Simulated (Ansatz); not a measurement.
## B₂H₇P, SMILES B[PH2+][BH3-]: a rigid torsion scan

Computed with the Python package of Ansatz (0.2.0).

The script, `torsion_b2h7p.py`:
```python
"""Rigid torsion scan of B2H7P."""

import ansatz as az
from ase import Atoms


def main() -> None:
    atoms = Atoms(["B", "P", "B", "H", "H", "H", "H", "H", "H", "H"], positions=[
        (1.6683, 0.3955, 0.2431),
        (0.1987, -0.4659, -0.5598),
        (-1.4003, 0.0947, 0.2845),
        (2.5171, -0.2432, 0.7589),
        (1.7365, 1.5745, 0.2364),
        (0.1488, -0.1317, -1.9262),
        (0.3382, -1.8596, -0.4205),
        (-1.3629, -0.1957, 1.4391),
        (-2.3295, -0.4438, -0.2302),
        (-1.5148, 1.2752, 0.1747),
    ])

    # start the scan from a relaxed geometry
    first = (
        az.Crystal.molecule_from_ase(atoms).calculation()
        .basis(gaussian="def2-SVP")
        .functional("r2scan0")
        .relax(force_tolerance=0.02, max_steps=80)
    )
    atoms.positions = first.run(threads=1).report["positions_ang"]

    start = atoms.get_dihedral(0, 1, 2, 7)
    energies = {}
    for turn in range(0, 121, 15):
        turned = atoms.copy()
        turned.set_dihedral(0, 1, 2, 7, start + turn, indices=[2, 7, 8, 9])
        setup = az.Crystal.molecule_from_ase(turned).calculation()
        setup = setup.basis(gaussian="def2-SVP")
        setup = setup.functional("r2scan0")
        energies[round((start + turn) % 360)] = setup.run(threads=1).report["free_energy_ev"]
    floor = min(energies.values())
    print("dihedral B0-P1-B2-H7 (deg)   E - E(min) (eV)")
    for angle, e in sorted(energies.items()):
        print(f"{angle:8d} {(e - floor):14.3f}  " + "#" * int(30 * (e - floor) / max(max(energies.values()) - floor, 1e-9)))


if __name__ == "__main__":
    main()
```

Running `python torsion_b2h7p.py` prints:
```text
dihedral B0-P1-B2-H7 (deg)   E - E(min) (eV)
       0          0.061  ##############################
      15          0.051  #########################
      30          0.030  ##############
      45          0.009  ####
      60          0.001
     300          0.000
     315          0.010  ####
     330          0.031  ###############
     345          0.052  #########################
```

The scan is rigid and the energies are electronic, in a modest basis. With rigid groups the curve can differ much from the relaxed path, the start wasn't checked as a minimum of this torsion, and equivalent turns needn't return to the same energy. It ran for 67 s on 1 thread of Arm Neoverse V1, on a shared host, peak memory 0.24 GiB.
